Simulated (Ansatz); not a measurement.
Geometry optimisation, Ansatz 0.2.0, RKS PBE0/def2-SVP.

Input:

```yaml
crystal:
  periodic: [false, false, false]
  atoms:
    - { symbol: Al, position_ang: [0.0, 0.0, 0.0] }
    - { symbol: "N", position_ang: [0.0, 0.0, 2.27] }
    - { symbol: H, position_ang: [-0.877, -0.2713, 2.8] }
    - { symbol: H, position_ang: [0.877, 0.2713, 2.8] }
    - { symbol: Cl, position_ang: [1.9312, 0.0, -1.115] }
    - { symbol: H, position_ang: [-1.351, 0.0, -0.78] }
    - { symbol: H, position_ang: [0.3912, -1.7212, 0.5865] }
    - { symbol: H, position_ang: [0.3071, -1.3511, 1.5699] }
basis:
  gaussian: { orbitals: def2-SVP }
hamiltonian:
  xc: pbe0
relax:
  f_tol: 0.15
  max_steps: 25
  restrain:
    - { distance: [0, 6], at: 2.76, k: 30.0 }
    - { distance: [7, 1], at: 2.26, k: 30.0 }
    - { distance: [0, 1], at: 1.92, k: 30.0 }
    - { distance: [7, 6], at: 0.66, k: 30.0 }
output:
  orbitals: {}
```

Command:

```bash
$ ansatz run input.yaml --threads 1 --pin off --max-ram 2048MiB --backend cpu --events-out ev --progress --plain --runs-dir out
```

Question: Where does it end, and by what steps?

Answer: The run converged. The restraints hold the end off the free minimum. After 8 steps the energy has fallen by 1.909 eV (the restraints' own energy left out); H7 moved furthest, 0.80 Å. Joined: H7–H8 (1.05 → 0.72 Å).

```json
{"step": "0", "energy less start (eV)": "0.0000", "largest force component (eV/Å)": "2.045", "accepted": "yes"}
{"step": "1", "energy less start (eV)": "-0.1579", "largest force component (eV/Å)": "2.778", "accepted": "yes"}
{"step": "2", "energy less start (eV)": "-0.5706", "largest force component (eV/Å)": "2.206", "accepted": "yes"}
{"step": "3", "energy less start (eV)": "-1.3380", "largest force component (eV/Å)": "1.898", "accepted": "yes"}
{"step": "4", "energy less start (eV)": "-1.7430", "largest force component (eV/Å)": "1.326", "accepted": "yes"}
{"step": "5", "energy less start (eV)": "-1.8639", "largest force component (eV/Å)": "1.629", "accepted": "yes"}
{"step": "6", "energy less start (eV)": "-1.8875", "largest force component (eV/Å)": "1.910", "accepted": "yes"}
{"step": "7", "energy less start (eV)": "-1.9019", "largest force component (eV/Å)": "1.905", "accepted": "yes"}
{"step": "8", "energy less start (eV)": "-1.9085", "largest force component (eV/Å)": "1.870", "accepted": "yes"}
```

```xyz
8
Properties=species:S:1:pos:R:3
Al 0.002 0.172 0.189
N 0.038 0.174 2.047
H -0.795 0.169 2.625
H 0.858 0.404 2.597
Cl 1.830 0.494 -0.806
H -1.326 -0.043 -0.609
H 0.378 -2.492 0.809
H 0.293 -1.950 1.281
```

Run time: 25 s on 1 thread of Arm Neoverse V2 (shared host), peak memory 0.14 GiB.
